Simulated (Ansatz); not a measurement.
Ansatz (a program for electronic structure) input (CCSD(T)/cc-pCVTZ): A basis named .json is the Basis Set Exchange file of that set (core-valence sets with the plain set on hydrogen).

Ansatz 0.2 input:
```yaml
crystal:
  periodic: [false, false, false]
  atoms:
    - {symbol: C, position_ang: [-0.00000000, -0.00000000, -0.16250200]}
    - {symbol: H, position_ang: [0.00000000, 0.00000000, 0.97501202]}
basis:
  gaussian:
    orbitals: cc-pCVTZ.json
total_charge: 1
magnetization: {spin_polarized: false}
correlation: {method: ccsd_t, electrons: outside_noble_gas}
```

Output:

```
Functional definition: HF
integrals: 0.02 GiB planned
345 factors; integrals over basis functions are off by at most 8.8e-4 eV
mean field: 0.07 GiB planned
mean field evaluation 1: about -1031.3022 eV, gradient 7.6e0 eV
mean field evaluation 2: about -1031.3013 eV, gradient 7.6e0 eV
mean field evaluation 4: about -1031.5139 eV, gradient 3.4e-1 eV
mean field evaluation 8: about -1031.5146 eV, gradient 1.4e-4 eV
mean field evaluation 16: about -1031.5146 eV, gradient 1.6e-6 eV
mean field -1031.51464624 eV, -37.9074640636 hartree, gradient 1.6e-6 eV, S^2 0.000000; 0 other end points of the search recorded, 0 dependent functions left out; unrestricted orbitals would lower it
1 core orbitals not correlated
reference -1031.51464624 eV, -37.9074640636 hartree; 2, 2 occupied and 54, 54 virtual orbitals, 345 factors
second order -2.34085964 eV of doubles, -0.00000000 eV of singles
coupled cluster: 0.08 GiB planned
cycle   1  -2.80214862 eV  change   -4.6e-1 eV  update   5.9e-2
cycle   2  -3.10563983 eV  change   -3.0e-1 eV  update   3.1e-2
cycle   3  -3.12618246 eV  change   -2.1e-2 eV  update   9.8e-3
cycle   4  -3.13104112 eV  change   -4.9e-3 eV  update   3.5e-3
cycle   5  -3.13143823 eV  change   -4.0e-4 eV  update   1.7e-3
cycle   6  -3.13155622 eV  change   -1.2e-4 eV  update   5.6e-4
cycle   7  -3.13194608 eV  change   -3.9e-4 eV  update   9.6e-5
cycle   8  -3.13186046 eV  change    8.6e-5 eV  update   2.0e-5
cycle   9  -3.13185215 eV  change    8.3e-6 eV  update   4.0e-6
cycle  10  -3.13185591 eV  change   -3.8e-6 eV  update   7.4e-7
perturbative correction -0.06013231 eV, -0.0022098218 hartree
Total energy: -1034.70663447 eV, -38.0247674673 hartree
```
